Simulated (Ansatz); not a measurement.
Basis-set extrapolation for C₂H₆FNO₂ (`NC(O)(F)CO`) (PBE0-D4/def2-TZVP geometry, frozen core, Ansatz). Multiplicity 1, RHF reference.

```
                      def2-TZVPP   def2-QZVPP
                 HF  -383.016966  -383.034248
    MP2 correlation    -1.278374    -1.379593
CCSD(T) correlation    -1.350951      not run
```

Energies in hartree. Use E(X) = E(∞) + A·exp(−7.88·√X) for Hartree–Fock and E(X) = E(∞) + B·X^(−2.97) for correlation, with X = 3 and 4, and add CCSD(T) minus MP2 of the smaller set to the MP2 limit.

**Question.** What is the CCSD(T) energy at the basis-set limit?

**Answer.** HF limit: -383.034248 + (-0.017282) × 0.13774 = -383.03663. MP2 limit: -1.379593 + (-0.101219) × 0.74074 = -1.45457. Higher-order term: -1.350951 − (-1.278374) = -0.07258. Total: -384.56378 hartree, 514.2 kJ/mol below CCSD(T)/def2-TZVPP.
